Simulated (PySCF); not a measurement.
**MgO⁻: frontier orbitals**

PBE0 at R = 1.813 Å; PySCF, spin-free X2C with a Gaussian nucleus, basis sets Mg aug-cc-pVDZ-DK, O aug-cc-pVDZ-DK. State: ²Σ⁺ (doublet), unpaired electrons σ ↑. Only the outer orbitals are listed, counted within each symmetry.

```csv
spin,orbital,occ.,ε (eV),on Mg (%),main shells (%)
α,1π,1,-45.05,100,100 Mg p
α,1π,1,-45.05,100,100 Mg p
α,4σ,1,-45.00,100,100 Mg p
α,5σ,1,-17.33,0,99 O s
α,6σ,1,-2.53,16,"83 O p, 15 Mg s"
α,2π,1,-0.91,7,92 O p
α,2π,1,-0.91,7,92 O p
α,7σ,1,-0.23,91,"65 Mg s, 26 Mg p, 8 O p"
α,3π,0,2.42,99,98 Mg p
α,3π,0,2.42,99,98 Mg p
α,8σ,0,2.48,95,87 Mg p
β,1π,1,-45.04,100,100 Mg p
β,1π,1,-45.04,100,100 Mg p
β,4σ,1,-44.90,100,100 Mg p
β,5σ,1,-16.36,1,99 O s
β,6σ,1,-0.78,43,"57 O p, 41 Mg s"
β,2π,1,-0.57,10,90 O p
β,2π,1,-0.57,10,90 O p
β,7σ,0,2.10,74,"51 Mg s, 23 Mg p, 23 O p"
β,3π,0,2.59,99,99 Mg p
β,3π,0,2.59,99,99 Mg p
```

Question: Which are the highest filled and the lowest empty level, where do they sit, and how wide is the gap?

Answer: Highest filled α 7σ at -0.23 eV (in %: 65 Mg s, 26 Mg p, 8 O p); lowest empty β 7σ at 2.10 eV (in %: 51 Mg s, 23 Mg p, 23 O p); the gap at PBE0 is 2.33 eV. An empty level above zero is unbound, and its energy depends on the basis.

The bond order (Mayer) is 1.21. The ⟨S²⟩ is 0.770 and the charge on Mg (Mulliken, basis-dependent) is 0.16. The charge on Mg (Löwdin, basis-dependent) is 0.09 and the dipole moment (positive dipole points towards O; it is taken about the centre of mass and depends on that origin) is -1.63 D. The polarisability along the bond is 187.6 bohr³ and the polarisability across the bond is 154.1 bohr³.

The state is the lowest determinant that a PBE0 search found; another state may lie lower at other levels.
